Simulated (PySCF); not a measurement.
PySCF input file for CH, SMILES [CH] (connectivity only; charge and spin as stated), charge +1, multiplicity 1, EOM-CCSD/aug-cc-pVDZ. The structure is a stationary point at B3LYP-D3(BJ)/def2-TZVPD.

```python
import numpy as np
from pyscf import gto, scf, dft, cc
from pyscf.cc import eom_rccsd

mol = gto.M(
    atom='''
    C     0.00000000    0.00000000   -0.16252067
    H     0.00000000    0.00000000    0.97512400
    ''',
    basis='aug-cc-pVDZ',
    charge=1,
    spin=0,
    max_memory=1600,
    verbose=4,
)
mf = scf.RHF(mol)
mf.conv_tol = 1e-10
mf.max_cycle = 100
mf.kernel()
mycc = cc.CCSD(mf, frozen=1)
mycc.conv_tol = 1e-8
mycc.kernel()
mycc.solve_lambda()
dip = scf.hf.dip_moment(mol, mycc.make_rdm1(ao_repr=True))
res = {}
for name, solver, nroots, keep in (('singlet', eom_rccsd.EOMEESinglet, 9, 6), ('triplet', eom_rccsd.EOMEETriplet, 6, 3), ('IP', eom_rccsd.EOMIP, 6, 5), ('EA', eom_rccsd.EOMEA, 3, 2)):
    eom = solver(mycc)
    eom.max_cycle, eom.max_space = 200, 40
    e = eom.kernel(nroots=nroots)[0]
    res[name] = (e[:keep] * 27.211386245988, all(eom.converged[:keep]))
    print(name, 'roots / eV', res[name][0].round(3))
```

Log of the run:

```
PySCF version 2.14.0

[INPUT] verbose = 4
[INPUT] num. atoms = 2
[INPUT] num. electrons = 6
[INPUT] charge = 1
[INPUT] spin (= nelec alpha-beta = 2S) = 0
[INPUT] symmetry False subgroup None
[INPUT] Mole.unit = angstrom
[INPUT] Symbol           X                Y                Z      unit          X                Y                Z       unit  Magmom
[INPUT]  1 C      0.000000000000   0.000000000000  -0.162520670000 AA    0.000000000000   0.000000000000  -0.307119555881 Bohr   0.0
[INPUT]  2 H      0.000000000000   0.000000000000   0.975124000000 AA    0.000000000000   0.000000000000   1.842717297490 Bohr   0.0

nuclear repulsion = 2.79090945463666
number of shells = 13
number of NR pGTOs = 46
number of NR cGTOs = 32
basis = aug-cc-pVDZ
ecp = {}


[settings echo left out]
init E= -37.9107604109974
  HOMO = -0.261950947438598  LUMO = -0.070375857766616  gap/eV = 5.21302
cycle= 1 E= -37.8020815831849  delta_E= 0.109  |g|= 0.467  |ddm|= 1.24
  HOMO = -0.949243535497738  LUMO = -0.456826868348649  gap/eV = 13.39934
cycle= 2 E= -37.8991416864727  delta_E= -0.0971  |g|= 0.0705  |ddm|= 0.607
  HOMO = -0.873602316270123  LUMO = -0.336323859507415  gap/eV = 14.62009
cycle= 3 E= -37.9010851406915  delta_E= -0.00194  |g|= 0.0181  |ddm|= 0.18
  HOMO = -0.873017766782429  LUMO = -0.332262412751134  gap/eV = 14.71470
cycle= 4 E= -37.9012855471575  delta_E= -0.0002  |g|= 0.00255  |ddm|= 0.0526
  HOMO = -0.873147803147547  LUMO = -0.332357218747887  gap/eV = 14.71566
cycle= 5 E= -37.9012901840878  delta_E= -4.64e-06  |g|= 0.00026  |ddm|= 0.00944
  HOMO = -0.873179593878493  LUMO = -0.332338873946145  gap/eV = 14.71703
cycle= 6 E= -37.9012902296558  delta_E= -4.56e-08  |g|= 2.68e-05  |ddm|= 0.000873
  HOMO = -0.8731796892258  LUMO = -0.33234396728519  gap/eV = 14.71689
cycle= 7 E= -37.901290230067  delta_E= -4.11e-10  |g|= 3.43e-06  |ddm|= 9.2e-05
  HOMO = -0.873179105452886  LUMO = -0.332343237302304  gap/eV = 14.71689
cycle= 8 E= -37.9012902300738  delta_E= -6.81e-12  |g|= 1.84e-07  |ddm|= 1.55e-05
  HOMO = -0.873179136980027  LUMO = -0.332343335768814  gap/eV = 14.71689
Extra cycle  E= -37.9012902300738  delta_E= 7.11e-15  |g|= 4.63e-08  |ddm|= 3.34e-07
converged SCF energy = -37.9012902300738

******** <class 'pyscf.cc.ccsd.CCSD'> ********
CC2 = 0
CCSD nocc = 2, nmo = 31
frozen orbitals 1
max_cycle = 50
direct = 0
conv_tol = 1e-08
conv_tol_normt = 1e-05
diis_space = 6
diis_start_cycle = 0
diis_start_energy_diff = 1e+09
Init t2, MP2 energy = -37.970996579048  E_corr(MP2) -0.0697063489741751
Init E_corr(CCSD) = -0.0697063489741758
cycle = 1  E_corr(CCSD) = -0.0881571859168617  dE = -0.0184508369  norm(t1,t2) = 0.0518459
cycle = 2  E_corr(CCSD) = -0.0947080328890872  dE = -0.00655084697  norm(t1,t2) = 0.0279923
cycle = 3  E_corr(CCSD) = -0.101312834410804  dE = -0.00660480152  norm(t1,t2) = 0.0169043
cycle = 4  E_corr(CCSD) = -0.100968246699139  dE = 0.000344587712  norm(t1,t2) = 0.00416737
cycle = 5  E_corr(CCSD) = -0.101065312195599  dE = -9.70654965e-05  norm(t1,t2) = 0.00139547
cycle = 6  E_corr(CCSD) = -0.10105375048044  dE = 1.15617152e-05  norm(t1,t2) = 0.000417218
cycle = 7  E_corr(CCSD) = -0.101032355013171  dE = 2.13954673e-05  norm(t1,t2) = 0.000105306
cycle = 8  E_corr(CCSD) = -0.101037643270238  dE = -5.28825707e-06  norm(t1,t2) = 2.26565e-05
cycle = 9  E_corr(CCSD) = -0.101037493956752  dE = 1.49313486e-07  norm(t1,t2) = 4.51645e-06
cycle = 10  E_corr(CCSD) = -0.101037215267097  dE = 2.78689654e-07  norm(t1,t2) = 1.56739e-06
cycle = 11  E_corr(CCSD) = -0.101037125932985  dE = 8.93341127e-08  norm(t1,t2) = 2.69282e-07
cycle = 12  E_corr(CCSD) = -0.101037120358712  dE = 5.57427275e-09  norm(t1,t2) = 6.7098e-08
CCSD converged
E(CCSD) = -38.00232735043252  E_corr = -0.1010371203587121
cycle = 1  norm(lambda1,lambda2) = 0.00811855
cycle = 2  norm(lambda1,lambda2) = 0.00302227
cycle = 3  norm(lambda1,lambda2) = 0.0016714
cycle = 4  norm(lambda1,lambda2) = 0.000540759
cycle = 5  norm(lambda1,lambda2) = 0.000176028
cycle = 6  norm(lambda1,lambda2) = 7.56788e-05
cycle = 7  norm(lambda1,lambda2) = 2.23845e-05
cycle = 8  norm(lambda1,lambda2) = 4.06912e-06

WARN: System has nonzero charge 1; the dipole moment is origin-dependent.
Location of origin: [0. 0. 0.]

Dipole moment(X, Y, Z, Debye): -0.00000, -0.00000,  1.29100

******** <class 'pyscf.cc.eom_rccsd.EOMEESinglet'> ********
max_space = 40
max_cycle = 200
conv_tol = 1e-08
partition = None
EOM-CCSD root 0 E = 0.1173155062239901  qpwt = 0.967591  conv = True
EOM-CCSD root 1 E = 0.1173155083825073  qpwt = 0.967591  conv = True
EOM-CCSD root 2 E = 0.285919483778888  qpwt = 0.00324914  conv = True
EOM-CCSD root 3 E = 0.2859195794828083  qpwt = 0.00611617  conv = True
EOM-CCSD root 4 E = 0.3285545716015719  qpwt = 0.00233317  conv = True
EOM-CCSD root 5 E = 0.4878986595092244  qpwt = 0.928555  conv = True
EOM-CCSD root 6 E = 0.5192742190207329  qpwt = 0.758546  conv = True
EOM-CCSD root 7 E = 0.5192742284918854  qpwt = 0.758547  conv = True
EOM-CCSD root 8 E = 0.6008552215323937  qpwt = 0.942005  conv = True
singlet roots / eV [ 3.192  3.192  7.78   7.78   8.94  13.276]

******** <class 'pyscf.cc.eom_rccsd.EOMEETriplet'> ********
max_space = 40
max_cycle = 200
conv_tol = 1e-08
partition = None
EOM-CCSD root 0 E = 0  qpwt = 0.00144331  conv = True
EOM-CCSD root 1 E = 0  qpwt = 0.00144331  conv = True
EOM-CCSD root 2 E = 0.04257195838285236  qpwt = 0.979733  conv = True
EOM-CCSD root 3 E = 0.04257196032847038  qpwt = 0.979733  conv = True
EOM-CCSD root 4 E = 0.2177209329854457  qpwt = 5.94764e-16  conv = True
EOM-CCSD root 5 E = 0.3687556086932199  qpwt = 0.922706  conv = True
triplet roots / eV [0.    0.    1.158]

******** <class 'pyscf.cc.eom_rccsd.EOMIP'> ********
max_space = 40
max_cycle = 200
conv_tol = 1e-08
partition = None
EOM-CCSD root 0 E = 0.8806418324479748  qpwt = 0.967889  conv = True
EOM-CCSD root 1 E = 1.032202969612185  qpwt = 9.06491e-30  conv = True
EOM-CCSD root 2 E = 1.032202969612187  qpwt = 3.70661e-29  conv = True
EOM-CCSD root 3 E = 1.243411391535699  qpwt = 0.94272  conv = True
EOM-CCSD root 4 E = 1.381185607692824  qpwt = 3.37928e-31  conv = True
EOM-CCSD root 5 E = 1.381185607692828  qpwt = 4.85063e-30  conv = True
IP roots / eV [23.963 28.088 28.088 33.835 37.584]

******** <class 'pyscf.cc.eom_rccsd.EOMEA'> ********
max_space = 40
max_cycle = 200
conv_tol = 1e-08
partition = None
EOM-CCSD root 0 E = -0.3828506344086415  qpwt = 0.959435  conv = True
EOM-CCSD root 1 E = -0.3828506344086406  qpwt = 0.959435  conv = True
EOM-CCSD root 2 E = -0.2012255163330454  qpwt = 0.00544838  conv = True
EA roots / eV [-10.418 -10.418]
```

Self-consistency was reached.

Cost: about 1.4 core-seconds (a rough figure).
